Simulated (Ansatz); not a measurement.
```yaml
crystal:
  periodic: [false, false, false]
  atoms:
    - {symbol: B, position_ang: [-0.471925, -0.815338, -0.235055]}
    - {symbol: B, position_ang: [0.210913, 0.661589, 0.089824]}
    - {symbol: H, position_ang: [-1.216136, -1.233135, 0.450678]}
    - {symbol: H, position_ang: [0.340700, -1.511703, -0.759800]}
    - {symbol: H, position_ang: [-0.059513, 1.702912, -0.595299]}
    - {symbol: H, position_ang: [0.887217, 1.001775, 0.952804]}
basis:
  gaussian: {orbitals: ANO-RCC-VTZP}
hamiltonian: {xc: {name: PBE1PBE}}
```

```sh
$ ansatz run in.yaml --threads 2 --pin off --events-out ev --progress --plain --max-ram 4352MiB
```

Shortened log:

```
Error: YAML parse error: error: line 12 column 19: hamiltonian.xc: no functional is named "PBE1PBE"; the names, which are not case-sensitive, are SVWN5, SPW92, PBE, PBE0, PBEsol, revPBE, revPBE0, RPBE, rPW86-PBE, HSE06, wPBEh, LC-wPBE, HISS, HF, BLYP, B3LYP, B3LYP5, BHLYP, CAM-B3LYP, r2SCAN, r2SCANh, r2SCAN0, r2SCAN50, m-r2SCAN, B97, wB97, wB97X, wB97X-V, B97M-V, wB97M-V, B2PLYP, B2GP-PLYP, PBE0-DH, PBE-QIDH
10 | basis:
11 |   gaussian: {orbitals: ANO-RCC-VTZP}
12 | hamiltonian: {xc: {name: PBE1PBE}}
```

(1) What is wrong with this run?

Answers

(1) The method's name isn't one that the program takes here. The input was rejected before any iteration.

HSE06 is defined as in plane-wave codes.
